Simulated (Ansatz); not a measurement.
**CH₂FNS: a ladder of functionals and wavefunction methods**

One table from this session's results is given with a row withheld; the runs are named, their logs left out.

The runs use Ansatz 0.2.0, Gaussian basis; functionals in def2-TZVPP, the program's frozen cores in correlated methods.

Plan: LDA (SPW92), PBE-D4, revPBE-D4, BLYP-D4, r2SCAN-D4, B97M-V, PBE0-D4, B3LYP-D4, r2SCANh-D4, r2SCAN0-D4, HSE06-D4, BHLYP-D4, CAM-B3LYP-D4, LC-ωPBE, ωB97X-V, ωB97M-V, B2PLYP, PBE-QIDH; CCSD(T)/def2-SVP; CCSD(T)/def2-TZVPP; MP2/def2-QZVPP; extrapolation to the limit; RPA on PBE.

### The geometry

All runs share one geometry, relaxed beforehand with PBE0-D4 in a triple-zeta def2 set.

SMILES `N=C(F)S`, 6 atoms, charge 0, spin multiplicity 1.

Atoms are counted from 1 here; the program's logs count them from 0.

Bond lengths: N1–C2 1.243 Å, N1–H5 1.013 Å, C2–F3 1.332 Å, C2–S4 1.764 Å, S4–H6 1.341 Å. Angles: C2–N1–H5 113.4°, N1–C2–F3 119.1°, N1–C2–S4 133.8°, F3–C2–S4 107.1°, C2–S4–H6 95.2°.

The first run:

Contents of in.yaml:

```yaml
crystal:
  periodic: [false, false, false]
  atoms:
    - {symbol: N, position_ang: [0.950880, -0.133578, -0.831106]}
    - {symbol: C, position_ang: [0.296731, -0.460425, 0.174521]}
    - {symbol: F, position_ang: [0.690558, -1.513342, 0.888329]}
    - {symbol: S, position_ang: [-1.148279, 0.183524, 0.953882]}
    - {symbol: H, position_ang: [0.576125, 0.677030, -1.308308]}
    - {symbol: H, position_ang: [-1.323916, 1.182690, 0.076583]}
basis:
  gaussian: {orbitals: def2-TZVPP}
hamiltonian: {xc: lda}
output: {orbitals: {seedname: orbitals}}
```

Steps of the session up to this table: LDA; PBE-D4 (GGA); revPBE-D4 (GGA); BLYP-D4 (GGA); r2SCAN-D4 (meta-GGA); B97M-V (meta-GGA); PBE0-D4 (hybrid); B3LYP-D4 (hybrid); r2SCANh-D4 (hybrid); r2SCAN0-D4 (hybrid); HSE06-D4 (hybrid); BHLYP-D4 (hybrid); CAM-B3LYP-D4 (range-separated); LC-ωPBE (range-separated); ωB97X-V (range-separated); ωB97M-V (range-separated); B2PLYP (double hybrid); PBE-QIDH (double hybrid).

One of the session's tables, all rows but one given; the rest of the session is left out.

It belongs to the step «Frontier levels by functional». 

| functional | HOMO (eV) | gap (eV) |
| --- | --- | --- |
| LDA (SPW92) | -6.90 | 5.29 |
| PBE-D4 | -6.73 | 5.32 |
| revPBE-D4 | -6.67 | 5.35 |
| BLYP-D4 | -6.58 | 5.24 |
| r2SCAN-D4 | -7.01 | 5.91 |
| B97M-V | -7.05 | 5.88 |
| PBE0-D4 | -7.98 | 7.53 |
| B3LYP-D4 | -7.74 | 7.00 |
| r2SCANh-D4 | ? | ? |
| r2SCAN0-D4 | -8.17 | 7.93 |
| HSE06-D4 | -7.58 | 6.75 |
| BHLYP-D4 | -9.09 | 9.55 |
| CAM-B3LYP-D4 | -9.32 | 9.89 |
| LC-ωPBE | -10.72 | 12.58 |
| ωB97X-V | -10.32 | 12.04 |
| ωB97M-V | -10.16 | 11.62 |

Estimate the missing values for r2SCANh-D4.

Worked estimate for «HOMO (eV)». Against the share of exact exchange, r2SCAN-D4 (0, -7.01), r2SCAN0-D4 (0.25, -8.17) give a slope of -4.64 per unit share; at 0.1 the line stands at -7.47.

**Answer.** HOMO (eV): -7.47; gap (eV): 6.72. In «HOMO (eV)» the line misses by 0.00.
